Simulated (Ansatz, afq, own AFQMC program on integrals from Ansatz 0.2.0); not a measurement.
## Atomization energy of AlNH₂, singlet

```json
{"atom": "Al", "x (Å)": "0.0000", "y (Å)": "0.0000", "z (Å)": "0.6968"}
{"atom": "N", "x (Å)": "0.0000", "y (Å)": "0.0000", "z (Å)": "-1.0992"}
{"atom": "H", "x (Å)": "0.0000", "y (Å)": "0.8223", "z (Å)": "-1.6887"}
{"atom": "H", "x (Å)": "0.0000", "y (Å)": "-0.8223", "z (Å)": "-1.6887"}
```

Connectivity, by distances: Al–NH2.

Atoms in their ground-state spins without spin–orbit coupling (mostly on UHF) minus the molecule (RHF), without zero-point energy. The geometry is a stationary point, not shown to be a minimum.

Basis cc-pVDZ. Noble-gas cores (and the filled d shells of Ga–Kr and In–Xe) are frozen. Ansatz 0.2.0 and our own AFQMC program on the same integrals; the CISD trial comes from CCSD amplitudes, and released means the phaseless constraint is let go. Free projection: walkers drawn from exp(T), propagated without any constraint. Its projection time is finite, and what remains of the start isn't in its error. ± is one standard error of the sampling. The errors of all members are added in quadrature.

No full CI on the walks' own integrals is used here; CCSDT(Q) serves as the reference and is uncertain by about the last step of the cluster series. Each member takes its own surest rung, up to full CI.

The best estimate is CCSD(T) at the basis-set limit (CBS: def2-TZVPP and def2-QZVPP, with their diffuse functions for anions and beside diffuse sets, CCSD(T) itself extrapolated) plus the step from CCSD(T) to CCSDT(Q) in cc-pVDZ. Rows without CBS are in cc-pVDZ, the functionals in def2-TZVP; B2PLYP and the wave-function rows carry a basis error of their own. Core correlation and relativity beyond core potentials are missing, and ± holds the sampling alone.

```tsv
level	atomization energy (eV)
r2SCAN	12.191
CCSD	10.726
PBE0	12.185
```

Q: From these cheaper values, estimate the atomization energy at the level of the best estimate.

A: 12.470 eV (best estimate, highest rung CCSDT(Q)).

| level | atomization energy (eV) | error against the best estimate (eV) |
| --- | --- | --- |
| HF | 7.644 | -4.826 |
| MP2 | 10.972 | -1.498 |
| CCSD(T) | 10.868 | -1.601 |
| ph-AFQMC/CISD | 10.873 ± 0.012 | -1.597 ± 0.012 |
| released AFQMC | 10.899 ± 0.014 | -1.571 ± 0.014 |
| free AFQMC | 10.874 ± 0.014 | -1.596 ± 0.014 |
| HF/CBS | 8.205 | -4.265 |
| MP2/CBS | 12.593 | 0.124 |
| CCSD(T)/CBS | 12.451 | -0.019 |
| PBE | 12.533 | 0.064 |
| B3LYP | 12.378 | -0.092 |
| wB97M-V | 12.517 | 0.047 |
| B2PLYP | 12.222 | -0.248 |
| surest rungs in cc-pVDZ | 10.887 | -1.583 |

Correlation beyond CCSD(T) adds 0.019 eV. Going to the basis-set limit adds 1.583 eV at CCSD(T). The perturbative (T) step is worth +0.143 eV. The functionals spread over 0.349 eV; wB97M-V and PBE come nearest and PBE0 is 0.285 eV too low.

Best estimates are given only where the step beyond CCSD(T) is under 0.3 eV and no member's determinant is very poor (T1 over 0.05, or 0.07 for open shells, ⟨S²⟩ too high by 0.3, two states mixed), so the hardest cases are missing from such tables.

The functionals ran in a triple-zeta set and keep a basis error of their own, a few kJ/mol for each bond in atomization energies and more for double hybrids, so close places among them and the extrapolated levels can swap.

Free projections are given only where their last times agree within the noise and don't stop above the reference; a slow remainder of the start can still hide under it. Each member of a difference takes its own highest rung, so a best estimate needn't equal the limit plus the step of one row. A walk keeps the symmetry of its determinant, which the program's search chose and which needn't be the lowest solution, so a lower state of the same spin and another symmetry isn't excluded. Released energies are given only where the last usable release times agree within the noise; a slower fall can still hide under it.
